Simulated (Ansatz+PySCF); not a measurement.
## singlet LiH: levels of theory in one basis

```yaml
atoms:
  - { symbol: Li, position_ang: [0.0000, 0.0000, -0.7989] }
  - { symbol: H, position_ang: [0.0000, 0.0000, 2.3968] }
```

Basis set: cc-pVDZ (spherical functions). All electrons are correlated. Charge 0, multiplicity 1.

Computed with Ansatz (development build ahead of 0.2.0); each method stands on the lowest determinant of its kind that the runs found. NEVPT2 correlates all electrons. Active spaces start from the frontier orbitals, and the lowest solution found is given.

```json
{"method": "RHF", "E − E(RHF) (eV)": "0.00", "<S²> of the determinant": "0.00"}
{"method": "UHF", "E − E(RHF) (eV)": "-0.87", "<S²> of the determinant": "0.89"}
{"method": "UHF-MP2", "E − E(RHF) (eV)": "-0.93", "<S²> of the determinant": "0.89"}
{"method": "RHF-CCSD", "E − E(RHF) (eV)": "-1.26", "<S²> of the determinant": "–"}
{"method": "RHF-CCSD(T)", "E − E(RHF) (eV)": "-1.26", "<S²> of the determinant": "–"}
{"method": "full CI (lowest root of this spin)", "E − E(RHF) (eV)": "-1.26", "<S²> of the determinant": "–"}
{"method": "CASSCF(2,2)", "E − E(RHF) (eV)": "-1.17", "<S²> of the determinant": "–"}
{"method": "SC-NEVPT2(2,2)", "E − E(RHF) (eV)": "-1.23", "<S²> of the determinant": "–"}
```

Task: What does RHF-MP2 give on the same scale?

Result: -0.71 eV.

At such a shape the full CI root can have another spatial symmetry than the determinants, so the rows needn't describe one state.

Task: Is a single determinant a sound starting point here?

Result: It is doubtful. Unrestricted orbitals lower Hartree–Fock by 0.87 eV and <S²> is 0.89 where a pure state has 0.00, a sign of strong static correlation. The CASSCF(2,2) natural occupations are 1.67, 0.33.

Caution for RHF, RHF-MP2, RHF-CCSD, RHF-CCSD(T): an unrestricted determinant lies well below. Caution for UHF, UHF-MP2: the unrestricted determinant is a mixture of spin states. Caution for RHF-MP2, RHF-CCSD, RHF-CCSD(T): bonds are stretched, where a single reference can fail. Caution for UHF-MP2: large amplitudes, a single reference is doubtful; a plain start can end on a higher determinant.
